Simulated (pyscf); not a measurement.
F–SiH₂–F + H₂ → F–SiH₃ + HF, a four-centre exchange (singlet surface; F–Si, H–H broken, H–Si, F–H formed). Optimised with ωB97X-D3(BJ)/def2-SVP in PySCF. Energies in kJ/mol from the separated reactants.

Small-basis levels: PySCF, no dispersion term, spherical d functions. AM1 to PM7: differences of heats of formation from MOPAC, which are fitted to 298 K values and so differ in kind from electronic energies by zero-point and thermal terms. GFN2-xTB: tblite. Cost: rough CPU time at the saddle relative to B3LYP/6-31G*, from one job on a shared machine.

| level | barrier | reaction energy | cost |
|---|---|---|---|
| HF/STO-3G | 349.5 | +72.7 | 0.05 |
| HF/6-31G* | 338.7 | +148.6 | 0.07 |
| MP2/6-31G* | 305.7 | +177.7 | 0.09 |
| B3LYP/6-31G* | 268.4 | +170.3 | 1 |
| B3LYP/def2-SVP | 233.3 | +131.6 | 1 |
| GFN2-xTB | 297.6 | +129.9 | under 0.02 |
| PM6 | 314.8 | +261.6 | under 0.02 |
| ωB97M-D3(BJ)/def2-TZVP | 252.9 | +134.8 | – |

Against the last row the barrier runs from -19.7 (B3LYP/def2-SVP) to +96.6 kJ/mol (HF/STO-3G). ωB97M-D3(BJ)/def2-TZVP has limits of its own. On the product side the descent ends in a complex (not fully relaxed), 17.8 kJ/mol under the separated species and 139.4 kJ/mol under the saddle at ωB97X-D3(BJ)/def2-TZVP. This is the saddle that the search found; another between the same sides may lie lower.
